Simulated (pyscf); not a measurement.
Structures and frequencies: ωB97X-D3(BJ)/def2-SVP in PySCF.

Problem. For HO–P(OH)–OH + H• → •O–P(OH)–OH + H₂, a hydrogen abstraction (doublet surface; H–O broken, H–H formed), PBE/def2-TZVP gives ΔE‡ = -0.04 eV and ΔE = -1.02 eV (zero: the separated reactants). In which direction and how far do r²SCAN/def2-TZVP, PBE0-D3(BJ)/def2-TZVP, ωB97M-D3(BJ)/def2-TZVP move these?

Solution. r²SCAN: ΔE‡ = -0.03 eV, ΔE = -1.17 eV; PBE0-D3(BJ): ΔE‡ = 0.23 eV, ΔE = -0.88 eV; ωB97M-D3(BJ): ΔE‡ = 0.42 eV, ΔE = -0.78 eV. PBE's barrier matches one of them and lies within 0.46 eV of the others. Its reaction energy lies among theirs. At PBE, r²SCAN this geometry lies under the reactants; that is no barrier but a single point on another level's saddle; such a level's own saddle, if it has one, lies nearer that side and is low. This is the saddle that the search found; another between the same sides may lie lower. The angle at the transferred H is 171°.
